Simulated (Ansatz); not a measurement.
# C2HFO: Born-Oppenheimer dynamics

Aim: follow C2HFO for 50 steps with a Langevin thermostat (300 K) and see how far bonds stretch and how energy moves between motion and potential.

The runs use Ansatz 0.2.0, Gaussian basis; r2SCAN/def2-SVP with D3(BJ) dispersion.

## (1) The geometry

The structure was relaxed beforehand with PBE0-D4 in a triple-zeta def2 set.

SMILES `O=C=CF`, 5 atoms, charge 0, spin multiplicity 1.

Atoms are counted from 1 here; the program's logs count them from 0.

Bond lengths: O1–C2 1.159 Å, C2–C3 1.316 Å, C3–F4 1.346 Å, C3–H5 1.079 Å. Angles: O1–C2–C3 178.0°, C2–C3–F4 120.6°, C2–C3–H5 121.6°, F4–C3–H5 117.8°.

Coordinates:

```xyz
5

O     0.6556   -1.3197    1.3156
C     0.2801   -0.5466    0.5383
C    -0.1150    0.3608   -0.3289
F    -1.1178    0.0975   -1.1873
H     0.3470    1.3344   -0.3791
```

## (2) Dynamics

Contents of in.yaml:

```yaml
crystal:
  periodic: [false, false, false]
  atoms:
    - {symbol: O, position_ang: [0.655559, -1.319672, 1.315604]}
    - {symbol: C, position_ang: [0.280083, -0.546635, 0.538284]}
    - {symbol: C, position_ang: [-0.115043, 0.360843, -0.328898]}
    - {symbol: F, position_ang: [-1.117790, 0.097454, -1.187304]}
    - {symbol: H, position_ang: [0.346992, 1.334409, -0.379084]}
basis:
  gaussian: {orbitals: def2-SVP}
hamiltonian: {xc: {name: r2SCAN}, dispersion: d3bj}
md: {timestep: 1 fs, n_steps: 50, ensemble: nvt_langevin, temperature: 300, initial_velocities: maxwell_boltzmann, friction: 0.01, seed: 248}
```

Command:

```console
> ansatz run in.yaml --threads 2 --pin off --events-out ev --progress --plain --max-ram 4352MiB
```

The log of the run, cut to the lines that bear on the results:

```text
Warning: the engine holds no damping parameters fitted to this dispersion correction and functional, so the run takes those fitted to r2scan beside the three-body term, which d3bj leaves out (hamiltonian.dispersion, under Limitations)
Functional definition: r2SCAN
  name "r2SCAN"
  cite "Furness, Kaplan, Ning, Perdew & Sun, J. Phys. Chem. Lett. 11, 8208 (2020) doi:10.1021/acs.jpclett.0c02405"
  cite "Furness, Kaplan, Ning, Perdew & Sun, J. Phys. Chem. Lett. 11, 9248 (2020) doi:10.1021/acs.jpclett.0c03077"
  parent r2scan
[...]
665 factors; their error is unknown
[...]
mean field -6843.34817432 eV, -251.4884068184 hartree, gradient 1.2e-5 eV, S^2 0.000000; 0 other end points of the search recorded, 0 dependent functions left out
[...]
reference -6843.34817879 eV, -251.4884069826 hartree; 15, 15 occupied and 46, 46 virtual orbitals, 665 factors
md step     0: t =     0.00 fs  T =   240.0 K  F+E_penalty+E_count = -6843.36367845 eV  E_kin = 0.155112 eV  (26 SCF iters)
[...]
md step    12: t =    12.00 fs  T =   173.3 K  F+E_penalty+E_count = -6843.31956589 eV  E_kin = 0.111975 eV  (32 SCF iters)
[...]
md step    24: t =    24.00 fs  T =   113.4 K  F+E_penalty+E_count = -6843.29445447 eV  E_kin = 0.073283 eV  (31 SCF iters)
[...]
md step    36: t =    36.00 fs  T =   138.4 K  F+E_penalty+E_count = -6843.29482431 eV  E_kin = 0.089475 eV  (31 SCF iters)
[...]
md step    48: t =    48.00 fs  T =    86.5 K  F+E_penalty+E_count = -6843.26999441 eV  E_kin = 0.055894 eV  (31 SCF iters)
[...]
md step    49: t =    49.00 fs  T =   122.2 K  F+E_penalty+E_count = -6843.28272015 eV  E_kin = 0.078993 eV  (31 SCF iters)
[...]
md step    50: t =    50.00 fs  T =   158.9 K  F+E_penalty+E_count = -6843.30414577 eV  E_kin = 0.102688 eV  (27 SCF iters)
Total energy: -6843.30415028 eV, -251.4867889647 hartree
Atom 0 at     0.652052    -1.217770     1.381605 Å, force     0.464929    -1.125083     1.461898 eV/Å
Atom 1 at     0.213952    -0.542580     0.557516 Å, force    -0.456771     2.081392    -2.451037 eV/Å
Atom 2 at    -0.147535     0.283048    -0.451770 Å, force     0.736272    -0.458461     0.893986 eV/Å
Atom 3 at    -1.264196     0.073891    -1.142768 Å, force    -0.892519    -0.254272    -0.362175 eV/Å
Atom 4 at     0.441248     1.142609    -0.799640 Å, force     0.148089    -0.243576     0.457328 eV/Å
Dipole moment:     0.147317     0.177808    -0.035675 e Å
```

Run time: 43 s. Hardware: 2 threads of Arm Neoverse V2, shared host.

## (3) Frames and traces

One row in 4; energies are counted from the first frame:

| time (fs) | T (K) | potential (meV) | C3–H5 (Å) |
| --- | --- | --- | --- |
| 0.0 | 240 | 0.0 | 1.079 |
| 4.0 | 161 | 73.1 | 1.121 |
| 8.0 | 175 | 54.7 | 1.065 |
| 12.0 | 173 | 44.1 | 1.113 |
| 16.0 | 190 | 19.5 | 1.103 |
| 20.0 | 142 | 57.5 | 1.076 |
| 24.0 | 113 | 69.2 | 1.113 |
| 28.0 | 165 | 33.6 | 1.061 |
| 32.0 | 100 | 86.4 | 1.116 |
| 36.0 | 138 | 68.9 | 1.108 |
| 40.0 | 163 | 55.6 | 1.078 |
| 44.0 | 194 | 25.5 | 1.114 |
| 48.0 | 86 | 93.7 | 1.075 |

Positions (Å) and forces (eV/Å) at 50.0 fs:

```xyz
5

O     0.652   -1.218    1.382    0.465   -1.125    1.462
C     0.214   -0.543    0.558   -0.457    2.081   -2.451
C    -0.148    0.283   -0.452    0.736   -0.458    0.894
F    -1.264    0.074   -1.143   -0.893   -0.254   -0.362
H     0.441    1.143   -0.800    0.148   -0.244    0.457
```

## (4) What came out

| quantity | value |
| --- | --- |
| length | 50 steps of 1.0 fs |
| temperature, first and last frame | 240, 159 K |
| temperature, second half | mean 144 K, from 62 to 212 K |
| swing of the potential | 122 meV |
| range of C3–H5 | 1.061 to 1.129 Å |

In words: The temperature starts at 240 K and ranges from 62 to 240 K; in so small a system it swings widely. The first value differs from the one set because the log counts other degrees of freedom than the draw of velocities did. C3–H5 swings as far as any bond, by 0.07 Å; no bond breaks. A run of 50 fs gives no averages.
